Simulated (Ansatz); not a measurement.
The cluster LiF2⁻ was relaxed with r2SCAN-D4 (def2-TZVPD) in Ansatz in these states: charge -1 quintet, charge -1 singlet, charge -1 triplet. The geometries follow in no particular order.

A:

```
atom   x (Å)   y (Å)   z (Å)
 Li1   0.879  -0.094   0.461
  F2  -0.129  -0.570  -0.948
  F3  -0.751   0.664   0.487
```

B:

```xyz
3

Li    0.000    0.000    0.000
F     0.915   -0.101    1.423
F    -0.915    0.101   -1.423
```

C:

Cartesian coordinates in Å:
```
Li 0.000 0.000 0.000
F -1.856 2.692 1.986
F 1.856 -2.692 -1.986
```

Task: Judge from the bond lengths which geometry belongs to which state (an estimate).

Result: A is the charge -1 triplet (Li1–F2 1.797 Å, Li1–F3 1.797 Å); B is the charge -1 singlet (Li1–F2 1.694 Å, Li1–F3 1.694 Å); C is the charge -1 quintet (Li1–F2 3.826 Å, Li1–F3 3.826 Å).

At r2SCAN-D4/def2-TZVPD the highest occupied level of the charge -1 triplet lies above zero (up to 1.57 eV). The electron is either unbound and held by the finite basis, or the level is raised by self-interaction error. At r2SCAN-D4/def2-TZVPD the highest occupied level of the charge -1 quintet lies above zero (up to 1.73 eV). At PBE0-D4/def2-TZVPD a singlet lies 4.69 eV below the charge -1 triplet. At PBE0-D4/def2-TZVPD a singlet lies 12.15 eV below the charge -1 quintet. In the triplet, F2 and F3 lie 1.99 Å apart (atoms count from 1), so these atoms are partly bonded to each other. These are the stationary points nearest to one start from a short search; other shapes may lie lower in each state. The charge -1 quintet has come apart into loosely held pieces.
